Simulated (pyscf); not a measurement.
`[CH3][SnH3]` + `[FH]` -> `[CH4]` + `[F][SnH3]` (four-centre exchange; singlet surface; C–Sn, F–H broken, C–H, F–Sn formed). Single points on ωB97X-D3(BJ)/def2-SVP structures (PySCF, gas phase). MP2 and CC: frozen core, UHF for open shells. ΔMP2 is the change of the MP2 total energy from the triple- to the quadruple-zeta basis. Rate constants from transition-state theory, CCSD(T)/def2-TZVPP + ΔMP2(QZVPP) energies (ideal gas, 1 atm, RRHO with modes under 100 cm⁻¹ raised to 100, one conformer, R ln 2 for chiral ones without a mode under 150 cm⁻¹; no tunnelling), k in cm³ molecule⁻¹ s⁻¹.

```json
[
 {"T (K)": "298", "1000/T": "3.354", "log10 k": "-34.61"},
 {"T (K)": "600", "1000/T": "1.667", "log10 k": "?"},
 {"T (K)": "900", "1000/T": "1.111", "log10 k": "-19.65"},
 {"T (K)": "1200", "1000/T": "0.833", "log10 k": "-17.64"}
]
```

Q: Fit an Arrhenius line to the three values, give the activation energy, and predict k at 600 K.

A: Least squares gives log10 k = -12.12 − 6.71 × 1000/T, so Ea = 6.71 × ln 10 × 1.987 = 30.7 kcal/mol, against an electronic barrier of 30.4. At 600 K the line gives -23.30; the computed value is -23.47 (ΔG‡ = 48.0 kcal/mol), a factor 1.5 under the line, since the plot is curved. This is the saddle that the search found; another between the same sides may lie lower. The CCSD(T) − MP2 part came from Ansatz, without density fitting, on the same reference. The frozen core leaves the outer d or s,p core shells of the metals and heavy elements correlated in the MP2 and CC values, and def2-TZVPP describes them poorly, which can shift differences by a few kcal/mol. Elements past Kr carry the def2 core potentials, without spin-orbit coupling.
